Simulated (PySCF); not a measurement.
NaF and its ions

r²SCAN; Na def2-SVPD, F def2-SVPD; no relativity (PySCF 2.14). Neutral (UKS): singlet (closed shell), Re = 1.943 Å, ωe = 526 cm⁻¹, De = 4.96 eV, HOMO -5.22 eV, LUMO -1.23 eV.

NaF⁻ (UKS): doublet (σ ↑), Re = 2.027 Å, ωe = 424 cm⁻¹, De = 2.02 eV to Na + F⁻. The energies at the minima are -261.97627 hartree for NaF and -261.99370 for NaF⁻.

Q: Work out the adiabatic electron affinity, without and with harmonic zero-point energies (1 hartree = 27.2114 eV, 1 eV = 8065.5 cm⁻¹), and the change of the bond length.

A: At r²SCAN: 0.01743 hartree = 0.474 eV between the minima; the zero-point term (526.0 − 424.0)/2 cm⁻¹ = +0.006 eV makes it 0.481 eV. Re changes by +8.4 pm against the neutral. The electron enters a σ orbital; in so polar a molecule the change of length follows mostly from the change of the ionic charges.

For an ion De counts to the pair picked by the measured ionisation energies or electron affinities, which need not be the lowest pair at this level. The highest Kohn–Sham level is positive in this anion. Much of that is self-interaction error, but it also means that the finite basis helps to hold the extra electron. States were picked by a PBE0 search and need not be the measured ground states.
